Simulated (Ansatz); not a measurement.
**C2HFO: vertical ionisation energy**

The task here is to estimate one member of a computed series from the others.

Computed with Ansatz 0.2.0, Gaussian basis. Level: unrestricted cation, the program's frozen cores in correlated methods.

Levels to be run: UKS PBE-D4/def2-TZVPP; UKS r2SCAN-D4/def2-TZVPP; UKS PBE0-D4/def2-TZVPP; UKS B3LYP-D4/def2-TZVPP; UKS wB97X-V/def2-TZVPP; UKS wB97M-V/def2-TZVPP; UKS B2PLYP/def2-TZVPP; UHF-CCSD(T)/def2-TZVPP; UHF-MP2/def2-QZVPP; extrapolation to the limit; then −ε(HOMO) from the neutral's earlier runs with LDA (SPW92), PBE-D4, revPBE-D4, BLYP-D4, r2SCAN-D4, B97M-V, PBE0-D4, B3LYP-D4, r2SCANh-D4, r2SCAN0-D4, HSE06-D4, BHLYP-D4, CAM-B3LYP-D4, LC-ωPBE, ωB97X-V, ωB97M-V.

## Structure used throughout

An earlier PBE0-D4 in a triple-zeta def2 set relaxation fixed the geometry.

SMILES `O=C=CF`, 5 atoms, charge 0, spin multiplicity 1.

Atoms are counted from 1 here; the program's logs count them from 0.

Bond lengths: O1–C2 1.159 Å, C2–C3 1.316 Å, C3–F4 1.346 Å, C3–H5 1.079 Å. Angles: O1–C2–C3 178.0°, C2–C3–F4 120.6°, C2–C3–H5 121.6°, F4–C3–H5 117.8°.

Set-up of the first run:

in.yaml

```yaml
crystal:
  periodic: [false, false, false]
  atoms:
    - {symbol: O, position_ang: [0.655559, -1.319672, 1.315604]}
    - {symbol: C, position_ang: [0.280083, -0.546635, 0.538284]}
    - {symbol: C, position_ang: [-0.115043, 0.360843, -0.328898]}
    - {symbol: F, position_ang: [-1.117790, 0.097454, -1.187304]}
    - {symbol: H, position_ang: [0.346992, 1.334409, -0.379084]}
basis:
  gaussian: {orbitals: def2-TZVPP}
total_charge: 1
magnetization: {spin_polarized: true, initial_magnetization: 1}
hamiltonian: {xc: pbe, dispersion: d4}
```

On the command line:

```bash
$ ansatz run in.yaml --threads 2 --pin off --events-out ev --progress --plain --max-ram 4352MiB
```

Steps of the session up to this table: Cation, UKS PBE-D4/def2-TZVPP; Cation, UKS r2SCAN-D4/def2-TZVPP; Cation, UKS PBE0-D4/def2-TZVPP; Cation, UKS B3LYP-D4/def2-TZVPP; Cation, UKS wB97X-V/def2-TZVPP; Cation, UKS wB97M-V/def2-TZVPP; Cation, UKS B2PLYP (frozen core)/def2-TZVPP; Cation, UHF-CCSD(T)/def2-TZVPP; Cation, UHF-MP2/def2-QZVPP.

One of the session's tables, all rows but one given; the rest of the session is left out.

Orbital estimates, from the neutral's runs:

```
  functional  −ε(HOMO) (eV)
 LDA (SPW92)           5.84
      PBE-D4           5.63
   revPBE-D4           5.55
     BLYP-D4           5.54
   r2SCAN-D4           5.88
      B97M-V           5.94
     PBE0-D4           6.99
    B3LYP-D4              ?
  r2SCANh-D4           6.39
  r2SCAN0-D4           7.16
    HSE06-D4           6.58
    BHLYP-D4           8.27
CAM-B3LYP-D4           8.40
     LC-ωPBE           9.69
     ωB97X-V           9.32
     ωB97M-V           9.23
```

**Question.** Estimate the row for B3LYP-D4.

Worked estimate for «−ε(HOMO) (eV)». Against the share of exact exchange, BLYP-D4 (0, 5.54), BHLYP-D4 (0.5, 8.27) give a slope of 5.46 per unit share; at 0.2 the line stands at 6.63.

**Answer.** −ε(HOMO) (eV): 6.79. In «−ε(HOMO) (eV)» the line misses by -0.16.
